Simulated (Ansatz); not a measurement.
Geometry optimisation, RKS PBE0-D4/def2-SVP (Ansatz).

input.yaml

```yaml
crystal:
  periodic: [false, false, false]
  atoms:
    - { symbol: B, position_ang: [0.0, 0.0, 0.0] }
    - { symbol: "N", position_ang: [0.0, 0.0, 1.9] }
    - { symbol: H, position_ang: [-0.877, -0.2713, 2.43] }
    - { symbol: H, position_ang: [0.877, 0.2713, 2.43] }
    - { symbol: H, position_ang: [1.0305, 0.0, -0.595] }
    - { symbol: H, position_ang: [-1.0305, 0.0, -0.595] }
    - { symbol: Cl, position_ang: [-0.2702, 2.0319, 0.6811] }
    - { symbol: H, position_ang: [-0.1503, 1.1304, 1.745] }
basis:
  gaussian: { orbitals: def2-SVP }
hamiltonian:
  xc: pbe0
  dispersion: d4
relax:
  f_tol: 0.15
  max_steps: 25
  restrain:
    - { distance: [0, 6], at: 1.86, k: 30.0 }
    - { distance: [7, 1], at: 1.06, k: 30.0 }
    - { distance: [0, 1], at: 2.75, k: 30.0 }
    - { distance: [7, 6], at: 2.57, k: 30.0 }
```

Launched with:

```bash
$ ansatz run input.yaml --threads 1 --pin off --max-ram 2048MiB --backend cpu --events-out ev --progress --plain --runs-dir out
```

Where does it end, and by what steps?

The run converged. The restraints hold the end off the free minimum. After 8 steps the energy has fallen by 2.349 eV (the restraints' own energy left out); Cl7 moved furthest, 0.81 Å. Parted: Cl7–H8 (1.40 → 2.58 Å).

```json
{"step": "0", "energy less start (eV)": "0.0000", "largest force component (eV/Å)": "4.516", "accepted": "yes"}
{"step": "1", "energy less start (eV)": "-0.7867", "largest force component (eV/Å)": "3.249", "accepted": "yes"}
{"step": "2", "energy less start (eV)": "-0.9499", "largest force component (eV/Å)": "3.599", "accepted": "yes"}
{"step": "3", "energy less start (eV)": "-1.3439", "largest force component (eV/Å)": "2.884", "accepted": "yes"}
{"step": "4", "energy less start (eV)": "-2.0357", "largest force component (eV/Å)": "2.608", "accepted": "yes"}
{"step": "5", "energy less start (eV)": "-2.2111", "largest force component (eV/Å)": "2.152", "accepted": "yes"}
{"step": "6", "energy less start (eV)": "-2.3081", "largest force component (eV/Å)": "1.362", "accepted": "yes"}
{"step": "7", "energy less start (eV)": "-2.2859", "largest force component (eV/Å)": "1.192", "accepted": "no"}
{"step": "8", "energy less start (eV)": "-2.3491", "largest force component (eV/Å)": "0.944", "accepted": "yes"}
```

```xyz
8
Properties=species:S:1:pos:R:3
B -0.056 0.462 -0.468
N 0.005 0.030 2.226
H -0.766 -0.432 2.706
H 0.853 -0.094 2.779
H 1.049 0.060 -0.705
H -1.075 -0.152 -0.619
Cl -0.225 2.242 -0.102
H -0.205 1.045 2.180
```

Time of the run: 10 s on 1 thread of AMD EPYC 9R45 96-Core Processor (Zen 5) (shared host), peak memory 0.15 GiB.
